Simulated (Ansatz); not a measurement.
HNAl, quartet in 6-31G: errors against full CI

Geometry: a point of a breathe scan, not a stationary point.

```tsv
atom	x (Å)	y (Å)	z (Å)
Al	0.0000	-0.0413	0.8935
N	0.0000	0.1565	-1.5707
H	0.0000	-1.0698	-2.0905
```

Basis 6-31G; Ansatz 0.2.0. Correlated methods freeze the noble-gas cores, which leaves 9 electrons in 18 orbitals. R marks a restricted (for open shells ROHF) determinant, U an unrestricted one. Active spaces: pair = (5e, 5o) about the gap; valence = (9e, 9o) chosen from the atoms' valence shells.

Full CI is exact within this basis and frozen core; it isn't the basis-set limit. The frozen core follows each run's orbitals, which can shift R against U totals by a few meV.

Unrestricted rows (U) aren't spin-pure: their determinants' ⟨S²⟩ exceeds S(S+1) by up to 0.16, so they mix in states of higher spin. For open shells CISD is restricted-active-space CI with the open shells as a complete middle space.

* UHF ⟨S²⟩: 3.907
* T1 diagnostic (RCCSD): 0.0499
* largest doubles amplitude (RCCSD): 0.097
* T1 diagnostic (UCCSD): 0.0437

```csv
level,E − E(full CI) (kJ/mol),share of correlation (%),wall time
RHF,337.8,0.00,–
UHF,309.0,8.52,–
RMP2,96.6,71.40,–
UMP2,98.7,70.77,–
CISD,30.2,91.05,0.81 s
RCCSD,7.9,97.67,–
UCCSD,7.9,97.67,–
RCCSD(T),2.3,99.30,3.2 s
UCCSD(T),2.6,99.23,1.6 s
BCCD(T),2.5,99.25,1.8 s
RCCSDT,0.7,99.78,–
UCCSDT,0.7,99.80,–
RCCSDT(Q),0.1,99.97,3.9 s
UCCSDT(Q),0.0,99.99,3.2 s
RCCSDTQ,0.0,99.99,31 s
CASSCF (pair space),232.0,31.32,–
NEVPT2 (pair space),72.3,78.59,1 s
MRCISD (pair space),18.1,94.64,–
MRCISD+Q (pair space),-1.3,100.37,1.7 s
CASSCF (valence space),141.5,58.12,–
NEVPT2 (valence space),35.3,89.55,2.3 s
MRCISD (valence space),5.6,98.34,–
MRCISD+Q (valence space),1.7,99.49,3.5 s
```

The correlation energy at full CI, counted from RHF, is -3.501 eV. That run took 2.1 min on 1 thread of Arm Neoverse V2, shared host over 7,588,672 determinants.

Times hold each run's SCF and search for its determinant on a shared host, so for small cases they say little of a method's own cost; they ran on 1 thread of Arm Neoverse V2.

Not variational, and here over 5 meV under the exact energy: MRCISD+Q (pair space).

The full-CI state has the irrep A'' of Cs, in the program's axes.

Natural occupations of full CI about the gap: 1.980 1.918 1.901 0.999 0.995 0.992 0.080 0.051 0.040 0.011; effectively unpaired electrons, Σ n²(2−n)², 3.10.
